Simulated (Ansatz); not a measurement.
A nudged elastic band was laid between two geometries of C2H5FOS (10 atoms, charge 0, multiplicity 1).

The calculation used Ansatz, RHF/def2-SVP.

```json
{"movable images": "8", "climbing image": "no", "spring": "5.0 eV/Å²", "optimiser": "quadratic models (default)", "start path": "through a guess of the saddle point", "force threshold": "0.05 eV/Å", "iteration limit": "60", "end points": "relaxed"}
```

Image 0:

```xyz
10
Properties=species:S:1:pos:R:3
C -1.138 -0.005 0.207
C 0.298 -0.098 -0.242
O 0.406 0.395 -1.500
F 0.666 -1.405 -0.238
S 1.479 0.804 0.842
H -1.753 -0.575 -0.488
H -1.247 -0.417 1.208
H -1.460 1.034 0.207
H 1.303 0.331 -1.800
H 1.530 -0.114 1.808
```

Image 9:

```xyz
10
Properties=species:S:1:pos:R:3
C -0.989 0.009 0.149
C 0.484 -0.079 -0.190
O 0.790 0.508 -1.379
F 0.799 -1.399 -0.256
S 1.572 0.739 1.019
H -1.563 -0.515 -0.619
H -1.195 -0.466 1.107
H -1.302 1.050 0.188
H 0.259 0.134 -2.068
H 1.226 -0.032 2.052
```

**Question.** Which bonds break or form, and what moves?

**Answer.** No bond is made or broken. The dihedral S5–C2–O3–H9 goes from 56 to -180°.

**Question.** What energy profile does the band end with?

**Answer.** The forces met the threshold. The highest image is number 6 of 0 to 9, 3.6 kcal/mol above the first end and 0.7 kcal/mol above the last; the last end lies 2.9 kcal/mol above the first. No image climbed, so the highest image needn't sit at the top of the path.

| image | path coordinate (Å) | energy (kcal/mol) | dihedral S5–C2–O3–H9 (°) |
| --- | --- | --- | --- |
| 0 | 0.00 | 0.0 | 56 |
| 1 | 0.19 | 0.1 | 62 |
| 2 | 0.39 | 0.7 | 73 |
| 3 | 0.58 | 1.6 | 87 |
| 4 | 0.78 | 2.6 | 102 |
| 5 | 0.97 | 3.4 | 119 |
| 6 | 1.16 | 3.6 | 135 |
| 7 | 1.36 | 3.3 | 151 |
| 8 | 1.55 | 3.0 | 166 |
| 9 | 1.74 | 2.9 | -180 |

**Question.** What is the geometry of the highest image?

**Answer.** 
```xyz
10
Properties=species:S:1:pos:R:3
C -1.028 -0.007 0.205
C 0.424 -0.042 -0.215
O 0.631 0.604 -1.405
F 0.775 -1.344 -0.380
S 1.560 0.748 0.972
H -1.622 -0.511 -0.560
H -1.171 -0.520 1.154
H -1.361 1.024 0.295
H 0.690 -0.037 -2.099
H 1.186 0.035 2.036
```

The band took 6 iterations and of the order of 80 core-seconds.

Time of the run: 81 s on 1 thread of Intel(R) Xeon(R) 6975P-C (Granite Rapids), on a shared host, peak memory 0.2 GiB.
